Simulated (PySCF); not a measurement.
B(F)3 cation (BF3), SMILES FB(F)F (connectivity only; charge and spin as stated), charge +1, multiplicity 2.

The structure is a stationary point at TPSSh-D3(BJ)/def2-TZVP. The spin state was assumed, not searched. The isomer is the one that the SMILES or the coordinates give; other isomers of the formula were not compared.

Level of theory: CAM-B3LYP/def2-TZVPD (PySCF).

Gas-phase values at a fixed geometry.

Computed frontier levels, dipole moment and polarisability:
- α spin, highest occupied and lowest empty level: -24.12 and -6.51 eV
- β spin, highest occupied and lowest empty level: -22.74 and -17.38 eV
- dipole moment about the centre of nuclear charge: 0.000 e·Å
- mean static polarisability: 31.1 bohr³ (4.61 Å³)
- polarisability, principal values: 10.6, 41.3, 41.4 bohr³
- ⟨S²⟩: 0.757 (pure state 0.75)
